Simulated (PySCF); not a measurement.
## Telling isomers of C₈H₈O apart by NMR

- shieldings: GIAO PBE0/pcSseg-1
- spin–spin couplings from B3LYP/pcJ-1 (spin–dipole term left out of most H,H and C,H couplings)
- geometry from PBE0-D3(BJ)/def2-SVP
- program: PySCF 2.14.0 with density-fitted response routines
- relativity neglected, gas phase, one conformer, fast rotation and ring inversion assumed for equivalent nuclei

δ = σ(ref) − σ, references computed at the same level: TMS for ¹H and ¹³C. Multiplet labels drop J under 1 Hz and among equivalent protons, and merge close values. Unscaled 3J(H,H) run several per cent high. Shifts are as computed. Against solution values, carbons near 30 ppm lie about +2 ppm off and those near 130 ppm about +5 ppm. Of 1211 compounds with measured shifts, 218 miss one by over three times the rms of a fit or turn the order of signals round; such compounds aren't used in these exercises.

(1) Tabulate the signals of `c1ccc2c(c1)COC2`, `C=C1C=CC=C1C(C)=O`, `CC(=O)c1ccccc1` and their relative energies.

(2) What is the quickest way to tell c1ccc2c(c1)COC2 from C=C1C=CC=C1C(C)=O?

(3) What is the quickest way to tell c1ccc2c(c1)COC2 from CC(=O)c1ccccc1?

(4) What is the quickest way to tell C=C1C=CC=C1C(C)=O from CC(=O)c1ccccc1?

Results:

(1) 
| SMILES | carbon types | δC | δH | E rel. (kcal/mol) |
| --- | --- | --- | --- | --- |
| c1ccc2c(c1)COC2 | 2×C 4×CH 2×CH2 | 145.5, 132.7, 126.1, 76.4 | 7.38 (m, 2H), 7.33 (m, 2H), 5.18 (m, 4H) | 11.2 |
| C=C1C=CC=C1C(C)=O | 3×C 3×CH 1×CH2 1×CH3 | 195.9, 154.7, 149.4, 149.0, 139.3, 136.4, 133.9, 28.7 | 8.06 (dd, 1H), 7.15 (ddd, 1H), 6.67 (dd, 1H), 6.54 (m, 1H), 6.51 (m, 1H), 2.39 (s, 3H) | 33.0 |
| CC(=O)c1ccccc1 | 2×C 5×CH 1×CH3 | 197.9, 139.5, 138.9, 134.5, 133.7, 27.4 | 8.18 (m, 2H), 7.62 (m, 1H), 7.57 (m, 2H), 2.55 (s, 3H) | 0.0 |

Energies are electronic energies at PBE0/pcSseg-1 on these geometries, without zero-point or thermal terms, each for the one conformer computed, which needn't be the lowest.

(2) Count the carbon signals: 4 against 8. The first has an sp3 CH2 bonded to O, on an aromatic ring at 76.4 ppm, the second a terminal =CH2 carbon at 149.0 ppm. Their most deshielded carbons lie at 145.5 and 195.9 ppm. In the proton spectra the most deshielded non-exchanging signals are 7.38 (m, 2H) and 8.06 (dd, J = 3.2, 1.4 Hz, 1H).

(3) Count the carbon signals: 4 against 6. The first has an sp3 CH2 bonded to O, on an aromatic ring at 76.4 ppm, the second a methyl carbon α to a carbonyl (CH3) at 27.4 ppm. Their most deshielded carbons lie at 145.5 and 197.9 ppm. In the proton spectra the most deshielded non-exchanging signals are 7.38 (m, 2H) and 8.18 (m, 2H).

(4) Count the carbon signals: 8 against 6. The first has a terminal =CH2 carbon at 149.0 ppm, the second a substituted aromatic carbon (C) at 139.5 ppm. Their most deshielded carbons lie at 195.9 and 197.9 ppm.
